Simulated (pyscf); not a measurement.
Thermochemistry of product channels of HC≡C–CH₃ (SMILES C#CC) + NH₃ (SMILES N) on the singlet surface, in kcal/mol, from CCSD(T)/def2-TZVPP + ΔMP2(QZVPP) energies (ideal gas, 1 atm, RRHO with modes under 100 cm⁻¹ raised to 100, one conformer, R ln 2 for rigid chiral ones). Structures and frequencies: ωB97X-D3(BJ)/def2-SVP in PySCF. Correlated levels are frozen-core, on RHF or UHF. ΔMP2 is the change of the MP2 total energy from the triple- to the quadruple-zeta basis.

```tsv
products	ΔE	ΔH(298 K)	ΔG(600 K)	ΔG(900 K)
H₃C–NH₂ (SMILES CN) + :C=CH₂ (SMILES [C]=C) [singlet]	+60.5	+59.0	+55.5	+53.8
H₃C–CH=CH–NH₂ (SMILES CC=CN)	-29.2	-26.2	-6.2	+3.8
H₂C=C(CH₃)–NH₂ (SMILES C=C(C)N)	-32.6	-29.8	-9.4	+0.6
```

The channel to H₃C–CH=CH–NH₂ turns unfavourable between 298 and 1200 K (ΔG from -16.3 kcal/mol to +13.4 kcal/mol). The channel to H₂C=C(CH₃)–NH₂ turns unfavourable between 298 and 1200 K (ΔG from -19.7 kcal/mol to +10.4 kcal/mol).

These are energies of the channels, which say nothing of barriers. :C=CH₂ [singlet] lies 41.4 kcal/mol over its isomer HC≡CH, and others may lie lower still (electronic energy, ωB97M-D3(BJ)). The CCSD(T) − MP2 part came from Ansatz, without density fitting, on the same reference.
